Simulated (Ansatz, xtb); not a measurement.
**C3H2N−: which of two isomers lies lower**

We compare I, `[H]/[C-]=C\C#N`, a singlet, with II, `[C-]#[N+][C-]=C`, a singlet. Both are isolated ions in the gas phase, relaxed with PBE0-D3(BJ)/def2-SVPD.

Quicker runs give these differences E(II) − E(I): GFN2-xTB +0.666 eV; HF/STO-3G +0.801 eV (at GFN2-xTB geometries); r2SCAN-D4/def2-SVPD +0.545 eV (at GFN2-xTB geometries).

Question: Estimate E(II) − E(I) at the level CCSD(T)/def2-SVPD + ΔMP2/def2-TZVPPD.

Answer: Calculated at CCSD(T)/def2-SVPD + ΔMP2/def2-TZVPPD: E(II) − E(I) = +0.618 eV, so structure I lies lower.

Level by level:

```tsv
level	geometry	E(II) − E(I) (eV)	departure from the last row (eV)	job, with rough time for the two
GFN2-xTB	GFN2-xTB	+0.666	+0.048	optimisation, 0.36 s
HF/STO-3G	GFN2-xTB	+0.801	+0.183	single point, 0.46 s
r2SCAN-D4/def2-SVPD	GFN2-xTB	+0.545	−0.073	single point, 6.2 s
PBE0-D3(BJ)/def2-SVPD	PBE0-D3(BJ)/def2-SVPD	+0.568	−0.050	optimisation, 62 s
HF/def2-SVPD	PBE0-D3(BJ)/def2-SVPD	+0.687	+0.069	part of the CCSD(T) run
MP2/def2-SVPD	PBE0-D3(BJ)/def2-SVPD	+0.598	−0.020	part of the CCSD(T) run
CCSD(T)/def2-SVPD	PBE0-D3(BJ)/def2-SVPD	+0.571	−0.047	single point
CCSD(T)/def2-SVPD + ΔMP2/def2-TZVPPD	PBE0-D3(BJ)/def2-SVPD	+0.618		single point, 53 s
```

As drawn, II has 1 C–N in place of 1 C–C.

None of the levels shown reverses the order. The largest departure from CCSD(T)/def2-SVPD + ΔMP2/def2-TZVPPD is that of HF/STO-3G, 0.183 eV. The last row adds to CCSD(T) the change of the MP2 difference between the two basis sets, here +0.047 eV.

With harmonic frequencies from PBE0-D3(BJ)/def2-SVPD (ideal gas, rigid rotor, one conformer each, 298.15 K, 1 atm): the zero-point term adds −0.006 eV; ΔH is +0.614 and ΔG +0.615 eV.

The correlated steps freeze 4 core orbitals. Run with Ansatz 0.2.0, xtb 6.7.1; the last row on 1 thread of Intel(R) Xeon(R) Processor @ 2.50GHz (Skylake/Cascade Lake) on a shared host.
